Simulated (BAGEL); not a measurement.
# One shape, several levels: C3H3F3 (3,3,3-trifluoropropene)

Wanted: a comparison of 4 runs (B3LYP/6-31G*, B3LYP/def2-SVP, PBE0/def2-SVP, RI-MP2/def2-SVP) of C3H3F3 (3,3,3-trifluoropropene). 

Program for the calculation: BAGEL 1.2.2.

## 1. The structure to begin with

C3H3F3 has 9 atoms, charge 0, and is taken as a singlet. SMILES: `C=CC(F)(F)F`. Geometry: relaxed at PBE0-D4/def2-TZVP.

Bond lengths: C1–C2 1.320 Å, C2–C3 1.492 Å, C3–F4 1.342 Å, C3–F5 1.342 Å, C3–F6 1.335 Å, C1–H7 1.083 Å, C1–H8 1.083 Å, C2–H9 1.084 Å. Some angles: C1–C2–C3 123.3°, C2–C3–F4 111.0°, C2–C3–F5 111.0°, C2–C3–F6 113.1°, F4–C3–F5 106.7°, F4–C3–F6 107.4°, F5–C3–F6 107.4°, C1–C2–H9 122.6°, C3–C2–H9 114.1°, C2–C1–H7 121.5°.

## 2. A single-point energy at B3LYP/6-31G(d) (density fitting with cc-pvqz-jkfit, spherical functions) (run 1)

Input file job.json:

```json
{ "bagel" : [

{
  "title" : "molecule",
  "basis" : "6-31gs.json",
  "df_basis" : "cc-pvqz-jkfit",
  "angstrom" : true,
  "geometry" : [
    { "atom" : "C", "xyz" : [    0.185110,   -1.279250,    0.558490 ] },
    { "atom" : "C", "xyz" : [   -0.498610,   -0.194110,    0.244670 ] },
    { "atom" : "C", "xyz" : [    0.092490,    0.961700,   -0.490280 ] },
    { "atom" : "F", "xyz" : [   -0.564360,    1.187930,   -1.638800 ] },
    { "atom" : "F", "xyz" : [    0.002970,    2.088280,    0.233990 ] },
    { "atom" : "F", "xyz" : [    1.380490,    0.784820,   -0.795380 ] },
    { "atom" : "H", "xyz" : [    1.229760,   -1.386130,    0.292520 ] },
    { "atom" : "H", "xyz" : [   -0.283400,   -2.095970,    1.093340 ] },
    { "atom" : "H", "xyz" : [   -1.544440,   -0.067270,    0.501440 ] }
  ]
},
{ "title" : "ks", "xc_func" : "b3lyp" },
{ "title" : "print", "file" : "orbitals.molden", "orbitals" : true }

]}
```

The basis set 6-31G* is read from a file made from the Basis Set Exchange's data (not shown).

Launch:

```console
$ BAGEL_NUM_THREADS=1 BAGEL job.json > job.out
```

Log:

```text
* using 1 threads per process

  ===============================================================
  ===============================================================

  *** Geometry ***

  { "atom" : "C", "xyz" : [      0.349807,     -2.417432,      1.055393 ] },
  { "atom" : "C", "xyz" : [     -0.942236,     -0.366815,      0.462359 ] },
  { "atom" : "C", "xyz" : [      0.174781,      1.817350,     -0.926495 ] },
  { "atom" : "F", "xyz" : [     -1.066486,      2.244862,     -3.096883 ] },
  { "atom" : "F", "xyz" : [      0.005612,      3.946277,      0.442177 ] },
  { "atom" : "F", "xyz" : [      2.608748,      1.483095,     -1.503050 ] },
  { "atom" : "H", "xyz" : [      2.323910,     -2.619406,      0.552783 ] },
  { "atom" : "H", "xyz" : [     -0.535548,     -3.960809,      2.066113 ] },
  { "atom" : "H", "xyz" : [     -2.918569,     -0.127122,      0.947584 ] },

  Number of auxiliary basis functions:      789

  Since a DF basis is specified, we compute 2- and 3-index integrals:
    o Being stored without compression. Storage requirement is 0.051 GB

  Number of basis functions:       90
  Number of electrons      :       48

    * METHOD: MOLECULE                             0.72

  *** Kohn-Sham DFT ***

    * Removing 17792 points whose weight is below 1.00e-10
    * Grid points: 116362

  === Nuclear Repulsion ===
   252.9053320970

       - DIIS with orbital gradients will be used.

  === KS iteration (b3lyp / 6-31gs.json) ===
      0       -360.44522579          0.18711521           0.51
      1       -218.99863500          0.18873911           0.48
      2       -309.61508484          0.17338855           0.48
      3       -398.14190328          0.10850062           0.48
      4       -409.94164521          0.08168053           0.48
      5       -408.54002666          0.10088165           0.48
      6       -409.56179906          0.08954322           0.48
      7       -316.77981874          0.21838220           0.48
      8       -415.08495414          0.03082489           0.48
      9       -415.19809451          0.02727100           0.48
     10       -415.60798999          0.00463004           0.49
     11       -415.61958954          0.00166310           0.49
     12       -415.62106284          0.00045098           0.48
     13       -415.62116363          0.00014830           0.48
     14       -415.62117389          0.00004442           0.48
     15       -415.62117502          0.00001087           0.48
     16       -415.62117503          0.00001141           0.49
     17       -415.62117509          0.00000130           0.49
     18       -415.62117509          0.00000066           0.49
     19       -415.62117509          0.00000012           0.50
     20       -415.62117509          0.00000007           0.49
     21       -415.62117509          0.00000001           0.49
     22       -415.62117509          0.00000001           0.49
     23       -415.62117509          0.00000000           0.50
    * SCF iteration converged.

    * Permanent dipole moment:
           (    0.214645,     0.700826,    -0.401904) a.u.

    * METHOD: KS                                  12.42

    * METHOD: PRINT                                0.02

  ===============================================================
```

It took 14 s on 1 thread of Arm Neoverse V1, shared host; peak memory 0.52 GiB.

## 3. A single-point energy at B3LYP/def2-SVP (density fitting with cc-pvqz-jkfit) (run 2)

Input file input.json:

```json
{ "bagel": [

{
  "title": "molecule",
  "basis": "svp",
  "df_basis": "cc-pvqz-jkfit",
  "angstrom": "true",
  "geometry": [
    { "atom": "C", "xyz": [       0.185110,      -1.279250,       0.558490 ] },
    { "atom": "C", "xyz": [      -0.498610,      -0.194110,       0.244670 ] },
    { "atom": "C", "xyz": [       0.092490,       0.961700,      -0.490280 ] },
    { "atom": "F", "xyz": [      -0.564360,       1.187930,      -1.638800 ] },
    { "atom": "F", "xyz": [       0.002970,       2.088280,       0.233990 ] },
    { "atom": "F", "xyz": [       1.380490,       0.784820,      -0.795380 ] },
    { "atom": "H", "xyz": [       1.229760,      -1.386130,       0.292520 ] },
    { "atom": "H", "xyz": [      -0.283400,      -2.095970,       1.093340 ] },
    { "atom": "H", "xyz": [      -1.544440,      -0.067270,       0.501440 ] }
  ]
},

{
  "title": "ks",
  "xc_func": "b3lyp"
},

{
  "title": "print",
  "file": "orbitals.molden",
  "orbitals": "true"
}

]}
```

Launch:

```console
$ BAGEL_NUM_THREADS=1 BAGEL input.json > input.out
```

Log:

```text
* using 1 threads per process

  ===============================================================
  ===============================================================

  *** Geometry ***

  { "atom" : "C", "xyz" : [      0.349807,     -2.417432,      1.055393 ] },
  { "atom" : "C", "xyz" : [     -0.942236,     -0.366815,      0.462359 ] },
  { "atom" : "C", "xyz" : [      0.174781,      1.817350,     -0.926495 ] },
  { "atom" : "F", "xyz" : [     -1.066486,      2.244862,     -3.096883 ] },
  { "atom" : "F", "xyz" : [      0.005612,      3.946277,      0.442177 ] },
  { "atom" : "F", "xyz" : [      2.608748,      1.483095,     -1.503050 ] },
  { "atom" : "H", "xyz" : [      2.323910,     -2.619406,      0.552783 ] },
  { "atom" : "H", "xyz" : [     -0.535548,     -3.960809,      2.066113 ] },
  { "atom" : "H", "xyz" : [     -2.918569,     -0.127122,      0.947584 ] },

  Number of auxiliary basis functions:      789

  Since a DF basis is specified, we compute 2- and 3-index integrals:
    o Being stored without compression. Storage requirement is 0.062 GB

  Number of basis functions:       99
  Number of electrons      :       48

    * METHOD: MOLECULE                             0.72

  *** Kohn-Sham DFT ***

    * Removing 17792 points whose weight is below 1.00e-10
    * Grid points: 116362

  === Nuclear Repulsion ===
   252.9053320970

       - DIIS with orbital gradients will be used.

  === KS iteration (b3lyp / svp) ===
      0       -359.71821652          0.16751975           0.56
      1       -220.25653547          0.20443969           0.53
      2       -309.49517335          0.16865944           0.53
      3       -404.82482694          0.08926426           0.53
      4       -404.50507864          0.08903992           0.53
      5       -415.08251100          0.01957052           0.53
      6       -414.98610611          0.02128151           0.53
      7       -415.20871853          0.01231400           0.53
      8       -415.30132632          0.00514116           0.52
      9       -415.31667773          0.00270448           0.52
     10       -415.32075339          0.00043362           0.52
     11       -415.32083136          0.00021076           0.53
     12       -415.32085587          0.00006386           0.53
     13       -415.32085820          0.00001985           0.52
     14       -415.32085828          0.00001722           0.52
     15       -415.32085849          0.00000258           0.52
     16       -415.32085849          0.00000247           0.53
     17       -415.32085849          0.00000057           0.53
     18       -415.32085849          0.00000023           0.53
     19       -415.32085849          0.00000012           0.53
     20       -415.32085849          0.00000003           0.53
     21       -415.32085849          0.00000002           0.53
     22       -415.32085849          0.00000002           0.53
     23       -415.32085849          0.00000000           0.53
    * SCF iteration converged.

    * Permanent dipole moment:
           (    0.216000,     0.741808,    -0.422015) a.u.

    * METHOD: KS                                  13.40

    * METHOD: PRINT                                0.02

  ===============================================================
```

Wall time 14 s (1 thread of Arm Neoverse V1, shared host); peak memory 0.56 GiB.

Run 3 isn't shown in full; the table further down has it.

## 4. A single-point energy at RI-MP2/def2-SVP (density fitting with cc-pvqz-jkfit) (run 4)

Input file input.json:

```json
{ "bagel" : [

{
  "title" : "molecule",
  "basis" : "svp",
  "df_basis" : "cc-pvqz-jkfit",
  "angstrom" : true,
  "geometry" : [
    { "atom" : "C", "xyz" : [    0.185110,   -1.279250,    0.558490 ] },
    { "atom" : "C", "xyz" : [   -0.498610,   -0.194110,    0.244670 ] },
    { "atom" : "C", "xyz" : [    0.092490,    0.961700,   -0.490280 ] },
    { "atom" : "F", "xyz" : [   -0.564360,    1.187930,   -1.638800 ] },
    { "atom" : "F", "xyz" : [    0.002970,    2.088280,    0.233990 ] },
    { "atom" : "F", "xyz" : [    1.380490,    0.784820,   -0.795380 ] },
    { "atom" : "H", "xyz" : [    1.229760,   -1.386130,    0.292520 ] },
    { "atom" : "H", "xyz" : [   -0.283400,   -2.095970,    1.093340 ] },
    { "atom" : "H", "xyz" : [   -1.544440,   -0.067270,    0.501440 ] }
  ]
},
{ "title" : "hf" },
{ "title" : "mp2", "ncore" : 6 }

]}
```

Launch:

```console
$ BAGEL_NUM_THREADS=1 BAGEL input.json > input.out
```

Log:

```text
* using 1 threads per process

  ===============================================================
  ===============================================================

  *** Geometry ***

  { "atom" : "C", "xyz" : [      0.349807,     -2.417432,      1.055393 ] },
  { "atom" : "C", "xyz" : [     -0.942236,     -0.366815,      0.462359 ] },
  { "atom" : "C", "xyz" : [      0.174781,      1.817350,     -0.926495 ] },
  { "atom" : "F", "xyz" : [     -1.066486,      2.244862,     -3.096883 ] },
  { "atom" : "F", "xyz" : [      0.005612,      3.946277,      0.442177 ] },
  { "atom" : "F", "xyz" : [      2.608748,      1.483095,     -1.503050 ] },
  { "atom" : "H", "xyz" : [      2.323910,     -2.619406,      0.552783 ] },
  { "atom" : "H", "xyz" : [     -0.535548,     -3.960809,      2.066113 ] },
  { "atom" : "H", "xyz" : [     -2.918569,     -0.127122,      0.947584 ] },

  Number of auxiliary basis functions:      789

  Since a DF basis is specified, we compute 2- and 3-index integrals:
    o Being stored without compression. Storage requirement is 0.062 GB

  Number of basis functions:       99
  Number of electrons      :       48

    * METHOD: MOLECULE                             0.73

  *** RHF ***

  === Nuclear Repulsion ===
   252.9053320970

      * DIIS with orbital gradients will be used.

  === RHF iteration (svp) ===
      0       -413.06393078          0.01917789           0.17
      1       -413.25228788          0.01166874           0.16
      2       -413.32957090          0.00141626           0.16
      3       -413.33137607          0.00045773           0.16
      4       -413.33152891          0.00007602           0.16
      5       -413.33153712          0.00003528           0.16
      6       -413.33153826          0.00001210           0.16
      7       -413.33153849          0.00000287           0.16
      8       -413.33153850          0.00000122           0.16
      9       -413.33153850          0.00000054           0.16
     10       -413.33153850          0.00000017           0.16
     11       -413.33153850          0.00000007           0.16
     12       -413.33153850          0.00000002           0.16
     13       -413.33153850          0.00000001           0.16
    * SCF iteration converged.

    * Permanent dipole moment:
           (    0.238150,     0.928552,    -0.518432) a.u.

    * METHOD: HF                                   2.58

  *** RHF ***

  === Nuclear Repulsion ===
   252.9053320970

      * DIIS with orbital gradients will be used.

  === RHF iteration (svp) ===
      0       -413.33153850          0.00000000           0.16
    * SCF iteration converged.

    * Permanent dipole moment:
           (    0.238150,     0.928552,    -0.518432) a.u.

  === DF-MP2 calculation ===

    * freezing 6 orbitals
    * 3-index integral transformation done
    * assembly done

      MP2 correlation energy:   -0.9398565700      0.15

      MP2 total energy:       -414.2713950697

    * METHOD: MP2                                  0.50

  ===============================================================
```

It took 4.2 s on 1 thread of Arm Neoverse V1, shared host; peak memory 0.2 GiB.

## 5. The series

```csv
run,level,frozen core orbitals,energy (Eh),dipole moment (D),HOMO energy (eV),LUMO energy (eV),wall time
1,"B3LYP/6-31G* (density fitting with cc-pvqz-jkfit, spherical functions)",–,-415.621175,2.12,-8.14,-0.45,14 s
2,B3LYP/def2-SVP (density fitting with cc-pvqz-jkfit),–,-415.320858,2.24,-8.43,-0.80,14 s
3,PBE0/def2-SVP (density fitting with cc-pvqz-jkfit),–,-414.903285,2.29,-8.73,-0.62,13 s
4,RI-MP2/def2-SVP (density fitting with cc-pvqz-jkfit),6,-414.271395,–,–,–,4.2 s
```

## 6. What came out

| quantity | value |
| --- | --- |
| run 4: total energy | -414.27140 Eh |
| run 4: correlation energy (6 core orbitals frozen) | -939.9 mEh |

**Reading.** Over runs 1, 2, 3 the dipole moment (its size) runs from 2.12 D (B3LYP/6-31G*) to 2.29 D (PBE0/def2-SVP). The two ends differ in method and basis. Over runs 1, 2, 3 the HOMO–LUMO gap runs from 7.63 eV (B3LYP/def2-SVP) to 8.11 eV (PBE0/def2-SVP). Totals of different functionals can't be ranked against each other. All runs together took 45 s, the longest 14 s.
